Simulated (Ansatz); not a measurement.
```yaml
crystal:
  periodic: [false, false, false]
  atoms:
    - {symbol: S, position_ang: [0.000000, 0.000000, 0.000000]}
    - {symbol: Ga, position_ang: [0.000000, 0.000000, 2.111100]}
basis:
  gaussian: {orbitals: def2-TZVP}
total_charge: 1
magnetization: {spin_polarized: true, initial_magnetization: 2}
hamiltonian: {xc: pbe0}
relax: {f_tol: 0.004, max_steps: 80}
```

```sh
$ ansatz run in.yaml --threads 1 --pin off --events-out ev --progress --plain --max-ram 2176MiB
```

Steps of the relaxation (energy above the last step; positions in Å, forces in eV/Å):

```
2
step 1, 117.7 meV
S     0.000    0.000    0.000    0.000    0.000   -1.755
Ga    0.000    0.000    2.111    0.000    0.000    1.755
```

```
2
step 2, 18.3 meV
S     0.000    0.000   -0.044    0.000    0.000   -0.574
Ga    0.000    0.000    2.156    0.000    0.000    0.574
```

```
2
step 3, 0.4 meV
S     0.000    0.000   -0.074    0.000    0.000   -0.072
Ga    0.000    0.000    2.185    0.000    0.000    0.072
```

```
2
step 4, 0.0 meV
S     0.000    0.000   -0.079    0.000    0.000   -0.003
Ga    0.000    0.000    2.190    0.000    0.000    0.003
```

Close pairs at the end: S1–Ga2 2.268 Å.

A stationary point of unrestricted PBE0 after 4 steps, with ⟨S²⟩ = 2.012 against 2.00 for a pure state. 18 s on 1 thread of Intel Xeon Platinum 8259CL, shared host.
